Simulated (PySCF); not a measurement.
Potential energy curve for SMILES S=C=S. The C1–S3 bond (C1 also carries S; S3 carries nothing else) is varied alone, starting from the PBE0/def2-TZVP optimised geometry.

Computed with CCSD(T) on UHF/cc-pVDZ, 11 core orbitals frozen (PySCF).

Task: Relative to R = 1.60 Å, what are the energies at R = 1.81, 2.75, 3.75, 5.41 Å?

Result: 18.8 kcal/mol at 1.81 Å, 101.5 kcal/mol at 2.75 Å, 100.1 kcal/mol at 3.75 Å, 100.8 kcal/mol at 5.41 Å.

The unrestricted determinant behind UCCSD(T) is spin-contaminated at 2.34 to 5.41 Å (<S²> up to 1.0, against 0.00 for a pure singlet).
